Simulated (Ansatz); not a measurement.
# Structure relaxation of Si3Pb

Level of theory: Ansatz, DFT PBE, scalar-relativistic, plane waves, PAW. Cutoff 420 eV, Γ-centred k mesh, Gaussian smearing, no spin polarisation in the final step.

Si3Pb was placed on the Ni3Sn (D0_19) structure type (P6_3/mmc, No. 194), with Pb in place of Sn, Si in place of Ni, at a guessed volume.

```yaml
crystal:
  lattice:
    - [6.04049, 0.00000, 0.00000]
    - [-3.02024, 5.23122, 0.00000]
    - [0.00000, 0.00000, 4.84842]
  atoms:
    - { symbol: Si, position: [0.83300, 0.66600, 0.25000] }
    - { symbol: Si, position: [0.16700, 0.83300, 0.75000] }
    - { symbol: Si, position: [0.33400, 0.16700, 0.25000] }
    - { symbol: Si, position: [0.16700, 0.33400, 0.75000] }
    - { symbol: Si, position: [0.83300, 0.16700, 0.25000] }
    - { symbol: Si, position: [0.66600, 0.83300, 0.75000] }
    - { symbol: Pb, position: [0.33333, 0.66667, 0.25000] }
    - { symbol: Pb, position: [0.66667, 0.33333, 0.75000] }
```

Cell and atoms relax at zero pressure; the relaxation can't lower the symmetry of the start. After a coarse first stage the cell is made exact in the group found at 0.06 Å.

Formation energies are uncorrected and refer to the elements' standard structures at the same level.

(1) Which crystal results?

(2) What are its volume, energy, density and gap?

## Answers

(1) It keeps P6_3/mmc (No. 194), but not the shape of the type it started on. Conventional cell: a = 7.363 Å, c = 3.590 Å. Around Si lie 4 Si at 2.50 Å; around Pb lie 6 Si at 3.09 Å, 2 Pb at 3.59 Å and 6 Si at 3.70 Å.

```
Si Pb
1.0
     7.36323    0.00000    0.00000
    -3.68161    6.37674    0.00000
     0.00000    0.00000    3.59010
Si Pb
6 2
Direct
  0.86352 0.72704 0.25000
  0.13648 0.86352 0.75000
  0.27296 0.13648 0.25000
  0.13648 0.27296 0.75000
  0.86352 0.13648 0.25000
  0.72704 0.86352 0.75000
  0.33333 0.66667 0.25000
  0.66667 0.33333 0.75000
```

(2) The volume per atom is 21.07 Å³ and the density is 5.74 g/cm³. The energy over the elements is 0.43 eV/atom. The gap on the 6×6×10 mesh is 0 eV (a metal).

The final run used a 6×6×10 mesh on its 8-atom cell and 0.10 eV smearing. The k mesh leaves about 4 meV/atom of noise in metals. Spin–orbit coupling is left out. A structure relaxed within its symmetry needn't be a true minimum. The steps took about 5 core-minutes in all.